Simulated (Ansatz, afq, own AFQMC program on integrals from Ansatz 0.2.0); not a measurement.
AFQMC on a folder of integrals that Ansatz 0.2.0 wrote.

```yaml
crystal:
  periodic: [false, false, false]
  atoms:
    - {symbol: B, position_ang: [0.000579, 0.023076, -0.023381]}
    - {symbol: H, position_ang: [-0.015004, 0.884503, 0.826452]}
    - {symbol: H, position_ang: [-0.029269, -1.166709, 1.182089]}
    - {symbol: H, position_ang: [0.021902, 0.873043, -0.884552]}
    - {symbol: H, position_ang: [0.016162, -0.838350, -0.873213]}
basis:
  gaussian: {orbitals: cc-pVDZ}
total_charge: 1
magnetization: {spin_polarized: true, initial_magnetization: 0}
correlation: {method: ccsd_t, electrons: outside_noble_gas, hamiltonian_folder: ham}
```

```sh
$ ansatz run in.yaml --threads 1 --pin off --events-out ev --progress --plain --max-ram 1382MiB
```

afq runs on the folder ham with

```
--method phaseless --trial hf --walkers 120 --populations 1 --least-time 40 --time-step 0.005 --steps-per-block 20 --equilibration-blocks 160 --max-blocks 600 --target-error 0.00174 --factor-cut 1e-05 --start spin_pure --seed 8412 --taylor-order 6
```

Times are imaginary, in 1/Eh. The walk had a cap of 640 s.

afq prints:

```
orbitals 33  electrons 3 3  factors 256 of 305
reference energy -26.50661692 Eh
CCSD correlation -0.13716469 Eh in 12 cycles, weight of the determinant in the CISD state 0.8199
energy of the start -26.514846 Eh
 block  time / (1/Eh)  mean weight  energy / Eh
     1     0.100  1.0008  -26.538060
     2     0.200  1.0012  -26.554968
     3     0.300  1.0008  -26.569496
     4     0.400  1.0002  -26.579965
     5     0.500  0.9999  -26.585894
     9     0.900  1.0012  -26.617321
    43     4.300  0.9983  -26.650554
    99     9.900  1.0009  -26.647305
   155    15.500  0.9997  -26.637874
   211    21.100  0.9999  -26.647891
   239    23.900  0.9996  -26.670391
   267    26.700  1.0003  -26.646171
   309    30.900  1.0000  -26.634592
   323    32.300  1.0003  -26.653190
   379    37.900  1.0005  -26.642661
   435    43.500  0.9984  -26.642884
   491    49.100  1.0018  -26.655510
   547    54.700  1.0002  -26.657568
blocks merged  error / Eh  count
     1  0.000460  400
     2  0.000611  200
     4  0.000815  100
     8  0.000966  50
    16  0.001119  25
    32  0.001248  12
energy -26.647462 +/- 0.001119 Eh
(rows thinned)
```

The run passed its tests (sampling time, drift between the halves within three errors, error under three times the target), which doesn't prove that it has relaxed.

Against this walk (error 30.5 meV) on the same determinant: CCSD(T) 6.8 meV lower (within the noise), CCSDT(Q) 38.1 meV lower (within the noise), full CI 40.0 meV lower (within the noise), a separate phaseless walk with a CISD trial and standard settings 31.8 ± 31.5 meV lower (within the noise). The error is statistical and leaves out the bias of the constraint. The determinant has ⟨S²⟩ = 0.28, so the low cluster orders mix in higher spin, while the walk starts as a pure singlet. The determinant is a poor start (see the cautions), so the low cluster orders aren't to be relied on, and full CI is the sure value.

Cautions: constraint bias not in the error; strong correlation (T1 0.083, weight of the determinant 0.82, largest double 0.20); unrestricted determinant spin contaminated (⟨S²⟩ 0.28 against 0.00); the bias of populations of 120 walkers isn't removed.

The walk took 5 min on 1 thread of Intel(R) Xeon(R) Processor @ 2.50GHz (Skylake/Cascade Lake) (shared host). The log's last line is the phaseless energy.

CCSDT and higher add their correlation energy to the determinant of the CCSD(T) run, since their own runs factorise the integrals more tightly (a shift of under 2 meV). A walk keeps the symmetry of its determinant, which the program's search chose and which needn't be the lowest solution, so a lower state of the same spin and another symmetry isn't excluded.
